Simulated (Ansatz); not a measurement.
The input, for Ansatz 0.2.0:

```yaml
crystal:
  periodic: [false, false, false]
  atoms:
    - {symbol: Si, position_ang: [0.000000, 0.000000, 0.000000]}
    - {symbol: B, position_ang: [0.000000, 0.000000, 1.716000]}
basis:
  gaussian: {orbitals: cc-pVDZ, point_charges: [{charge: 0.50, position_ang: [2.615, 0.507, -0.529]}]}
total_charge: 1
magnetization: {spin_polarized: false, initial_magnetization: 2}
correlation: {method: fic_mrcisd_q, electrons: outside_noble_gas, active_space: {window: {electrons: 6, orbitals: 4}}}
accuracy: high
```

```sh
$ ansatz run in.yaml --threads 1 --pin off --events-out ev --progress --plain --max-ram 2393MiB
```

The program prints:

```
618 factors; integrals over basis functions are off by at most 3.5e-9 eV
mean field evaluation 1: about -8517.3248 eV, gradient 5.3e0 eV
mean field evaluation 2: about -8517.5278 eV, gradient 5.4e0 eV
mean field evaluation 4: about -8517.8636 eV, gradient 1.3e0 eV
mean field evaluation 8: about -8517.9517 eV, gradient 4.2e-1 eV
mean field evaluation 16: about -8517.9706 eV, gradient 1.7e-1 eV
mean field evaluation 32: about -8518.1415 eV, gradient 2.1e-1 eV
mean field evaluation 64: about -8518.1408 eV, gradient 3.9e-1 eV
mean field evaluation 96: about -8518.1501 eV, gradient 3.9e-2 eV
mean field evaluation 128: about -8517.5007 eV, gradient 7.1e0 eV
mean field evaluation 160: about -8518.0673 eV, gradient 1.5e-1 eV
...
contracted CI cycle   8: correlation -2.91710046 eV, -0.1072014647 hartree, residual 1.18e-2 eV
contracted CI cycle   9: correlation -2.91710608 eV, -0.1072016713 hartree, residual 7.05e-3 eV
contracted CI cycle  10: correlation -2.91710880 eV, -0.1072017712 hartree, residual 4.93e-3 eV
contracted CI cycle  11: correlation -2.91710973 eV, -0.1072018055 hartree, residual 2.12e-3 eV
contracted CI cycle  12: correlation -2.91710987 eV, -0.1072018104 hartree, residual 7.28e-4 eV
contracted CI cycle  13: correlation -2.91710989 eV, -0.1072018111 hartree, residual 2.86e-4 eV
contracted CI cycle  14: correlation -2.91710989 eV, -0.1072018112 hartree, residual 1.13e-4 eV
contracted CI cycle  15: correlation -2.91710989 eV, -0.1072018112 hartree, residual 4.61e-5 eV
contracted CI cycle  16: correlation -2.91710989 eV, -0.1072018112 hartree, residual 2.37e-5 eV
contracted CI cycle  17: correlation -2.91710989 eV, -0.1072018112 hartree, residual 1.30e-5 eV
state -8518.15033945 eV, -313.0362511650 hartree; corrected -8521.35954680 eV, -313.1541873599 hartree
Total energy: -8521.35954680 eV, -313.1541873599 hartree
```

Ran on 1 thread of Arm Neoverse V1, shared host: 2.9 s wall, 0.14 GiB peak host memory.
